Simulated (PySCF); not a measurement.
# CH2F4: the cost of one run

Program: PySCF 2.14.0. Level of theory: levels as typed in each script, gas phase, geometry from GFN2-xTB. These are calculated values, not measurements.

## Step 1: The starting structure

SMILES `[H][H].FC(F)(F)F`, 7 atoms, charge 0, spin multiplicity 1.

Bond lengths: H1–H2 0.778 Å, F3–C4 1.314 Å, C4–F5 1.314 Å, C4–F6 1.314 Å, C4–F7 1.315 Å. Angles: F3–C4–F5 109.5°, F3–C4–F6 109.5°, F3–C4–F7 109.4°, F5–C4–F6 109.5°, F5–C4–F7 109.4°, F6–C4–F7 109.4°.

Geometry (Å):

```xyz
7
charge 0, multiplicity 1
H    -3.21287   -0.39091    0.00595
H    -3.24708    0.38588   -0.00513
F    -0.20811    0.64777    1.08479
C     0.15290    0.00017    0.00005
F    -0.37201   -1.20428    0.01186
F    -0.26751    0.65201   -1.06039
F     1.46346   -0.09506   -0.03637
```

## Step 2: Binding of the two fragments (HF/cc-pvtz)

input.py

```python
import numpy as np
from pyscf import gto, scf, dft
from pyscf.scf import atom_ks, atom_hf
from scipy.linalg import block_diag
from pyscf.dispersion import dftd3

def solve(mol, dm0=None, hcore=None):
    mf = scf.UHF(mol) if mol.spin else scf.RHF(mol)
    mf = mf.density_fit(auxbasis='def2-universal-jkfit')
    mf.conv_tol, mf.max_cycle = 1e-8, 80
    if hcore is not None:
        mf.get_hcore = lambda *args: hcore
    mf.kernel(dm0)
    if not mf.converged:
        mf = mf.newton().run(mf.mo_coeff, mf.mo_occ, max_cycle=30)
    assert mf.converged, 'SCF not converged'
    return mf

mol = gto.M(atom='''
H     -3.21287    -0.39091     0.00595
H     -3.24708     0.38588    -0.00513
F     -0.20811     0.64777     1.08479
C      0.15290     0.00017     0.00005
F     -0.37201    -1.20428     0.01186
F     -0.26751     0.65201    -1.06039
F      1.46346    -0.09506    -0.03637
''', basis='cc-pvtz', charge=0, spin=0, verbose=4)
mol_a = gto.M(atom='''
H     -3.21287    -0.39091     0.00595
H     -3.24708     0.38588    -0.00513
ghost-F     -0.20811     0.64777     1.08479
ghost-C      0.15290     0.00017     0.00005
ghost-F     -0.37201    -1.20428     0.01186
ghost-F     -0.26751     0.65201    -1.06039
ghost-F      1.46346    -0.09506    -0.03637
''', basis='cc-pvtz', charge=0, spin=0, verbose=4)
mol_b = gto.M(atom='''
ghost-H     -3.21287    -0.39091     0.00595
ghost-H     -3.24708     0.38588    -0.00513
F     -0.20811     0.64777     1.08479
C      0.15290     0.00017     0.00005
F     -0.37201    -1.20428     0.01186
F     -0.26751     0.65201    -1.06039
F      1.46346    -0.09506    -0.03637
''', basis='cc-pvtz', charge=0, spin=0, verbose=4)
ab, a, b = solve(mol), solve(mol_a), solve(mol_b)
e_int = ab.e_tot - a.e_tot - b.e_tot
print('counterpoise-corrected interaction energy / kcal/mol', e_int * 627.5095)
def disp(atoms, charge):
    m = gto.M(atom=atoms, charge=charge, basis='sto-3g', spin=None, unit='Bohr', verbose=0)
    return dftd3.DFTD3Dispersion(m, xc='hf', version='d3bj').get_dispersion()['energy']
e_disp = disp(mol._atom, mol.charge) - disp(mol._atom[:2], mol_a.charge) - disp(mol._atom[2:], mol_b.charge)
print('D3(BJ) part / kcal/mol', e_disp * 627.5095)
# spherically averaged free atoms, for the promolecule
atm = scf.atom_hf.get_atm_nrhf(mol)
pro = block_diag(*[(atm[a[0]][2] * atm[a[0]][3]) @ atm[a[0]][2].T for a in mol._atom])
np.savez('result.npz', e_int=e_int, e_disp=e_disp, dm_a=a.make_rdm1(), dm_b=b.make_rdm1(), c=ab.mo_coeff, occ=ab.mo_occ, eps=ab.mo_energy, pro=pro, d=[f.dip_moment(verbose=0) for f in (ab, a, b)])
```

Run with:

```console
$ OMP_NUM_THREADS=1 python input.py
```

What time and memory should one allow on 1 thread of Arm Neoverse V1, shared host?

About 5.2 s, with a peak of 0.31 GiB.
